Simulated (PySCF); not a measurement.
## Solvent effects on NMR parameters

Structure with atom numbers: `[CH:1]#[C:2][SiH2-:3]` (H(Xn): hydrogen on atom n).

GIAO PBE0/pcSseg-1 in PySCF on one PBE0-D3(BJ)/def2-SVP conformer, non-relativistic, equivalent nuclei averaged. Solvents enter as an IEF-PCM continuum (chloroform with ε = 4.7, dichloromethane with ε = 8.9) around the gas-phase geometry. Shifts are referred to TMS computed in the same medium.

Gas phase, δ in ppm: C2 118.4, C1 88.6, Si3 -155.2, H(Si3) 2.79, H(C1) 1.68. Dipole moment 3.02 D.

(1) How does each δ change in the continuum?

(2) Which nuclei move most (in ppm), and what does the model miss?

## Answers

(1) 
```json
{"atoms": "C2", "environment": "alkyne carbon", "Δδ, chloroform": "-7.1", "Δδ, dichloromethane": "-8.4"}
{"atoms": "C1", "environment": "terminal alkyne carbon", "Δδ, chloroform": "+9.6", "Δδ, dichloromethane": "+11.4"}
{"atoms": "Si3", "environment": "silicon bonded to C, 2 H", "Δδ, chloroform": "-2.5", "Δδ, dichloromethane": "-3.1"}
{"atoms": "H(Si3)", "environment": "hydrogen on a silicon bonded to C", "Δδ, chloroform": "-0.11", "Δδ, dichloromethane": "-0.12"}
{"atoms": "H(C1)", "environment": "hydrogen on a terminal alkyne carbon", "Δδ, chloroform": "+0.54", "Δδ, dichloromethane": "+0.66"}
```

Changes are relative to the gas phase. The dipole moment becomes 3.76 D in chloroform, 3.90 D in dichloromethane.

(2) C1 (terminal alkyne carbon, +11.4 ppm) in dichloromethane. A continuum only polarises the solute; specific hydrogen bonds, the anisotropy of aromatic solvents and changes of geometry or conformer are outside it, as are counter-ions.
